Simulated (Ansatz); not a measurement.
One change: `C/C=C\CC` becomes `C/C=C\C(C)C`.

Ansatz, PBE0-D4/def2-TZVP geometries, multiplicity 1. Each molecule was computed in one conformer, which needn't be the lowest.

```json
{"property": "HOMO–LUMO gap (PBE/def2-TZVPP) / eV", "`C/C=C\\CC`": "5.47"}
{"property": "HOMO energy (PBE0/def2-TZVPP) / eV", "`C/C=C\\CC`": "-6.91"}
{"property": "size of the dipole moment (ωB97M-V/def2-TZVPP) / D", "`C/C=C\\CC`": "0.28"}
{"property": "HOMO energy (PBE/def2-TZVPP) / eV", "`C/C=C\\CC`": "-5.80"}
{"property": "HOMO–LUMO gap (ωB97M-V/def2-TZVPP) / eV", "`C/C=C\\CC`": "11.73"}
{"property": "LUMO energy (PBE/def2-TZVPP) / eV", "`C/C=C\\CC`": "-0.34"}
```

Task: What does the change do to each property? (Best estimate.)

Result: Ansatz gave: 
```
                                          property  `C/C=C\C(C)C`  shift
               HOMO–LUMO gap (PBE/def2-TZVPP) / eV           5.51   0.04
                HOMO energy (PBE0/def2-TZVPP) / eV          -6.92  -0.01
size of the dipole moment (ωB97M-V/def2-TZVPP) / D           0.34   0.06
                 HOMO energy (PBE/def2-TZVPP) / eV          -5.82  -0.02
           HOMO–LUMO gap (ωB97M-V/def2-TZVPP) / eV          11.84   0.11
                 LUMO energy (PBE/def2-TZVPP) / eV          -0.31   0.03
```

Dipoles are sizes alone; their direction can turn.
